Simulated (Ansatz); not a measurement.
Stretching the Si1–H2 bond in SiH2 (SMILES [SiH2]) (multiplicity 1 held, fragments rigid). Energies count from the point at 1.523 Å.
Geometry at that point (charge 0, multiplicity 1):
| atom | x (Å) | y (Å) | z (Å) |
|---|---|---|---|
| Si | 0.0142 | -0.0009 | 0.1321 |
| H | -0.1123 | -1.0850 | -0.9304 |
| H | -0.0862 | 1.0971 | -0.9190 |

R- and RO- levels are restricted; in cc, def2 and unpolarised 6-31G sets they are followed outwards from rest. Full CI gives the lowest state of the spin. Curves can end on different states.

Frozen-core correlation.

Run with Ansatz (a program for electronic structure) with Gaussian orbitals. Values without a source in brackets are computed.

Energies in kcal/mol.

| R (Å) | R-MP2/cc-pV(D+d)Z | R-CCSD/cc-pV(D+d)Z | R-CCSD(T)/cc-pV(D+d)Z | FCI/cc-pV(D+d)Z |
|---|---|---|---|---|
| 1.219 | 26.5 | 26.8 | 26.9 | 26.9 |
| 1.371 | 5.1 | 5.3 | 5.4 | 5.4 |
| 1.523 | 0.0 | 0.0 | 0.0 | 0.0 |
| 1.676 | 3.6 | 3.3 | 3.2 | 3.1 |
| 1.828 | 11.7 | 10.7 | 10.5 | 10.5 |
| 2.056 | 27.0 | 24.8 | 24.3 | 24.1 |
| 2.285 | 42.8 | 38.7 | 37.8 | 37.5 |
| 2.666 | 66.2 | 57.5 | 55.5 | 55.2 |
| 3.046 | 84.3 | 69.7 | 65.6 | 65.8 |
| 3.503 | 99.0 | 77.4 | 69.4 | 71.8 |
| 4.113 | 108.1 | 81.2 | 67.5 | 74.3 |
| 4.874 | 106.3 | 82.4 | 64.0 | 75.0 |

Doubts at one or more of the structures used: a restricted determinant that unrestricted orbitals would lower (R-MP2/cc-pV(D+d)Z, R-CCSD/cc-pV(D+d)Z, R-CCSD(T)/cc-pV(D+d)Z); other coupled-cluster roots lie near (R-CCSD/cc-pV(D+d)Z, R-CCSD(T)/cc-pV(D+d)Z); T1 above 0.05 (R-CCSD/cc-pV(D+d)Z, R-CCSD(T)/cc-pV(D+d)Z).
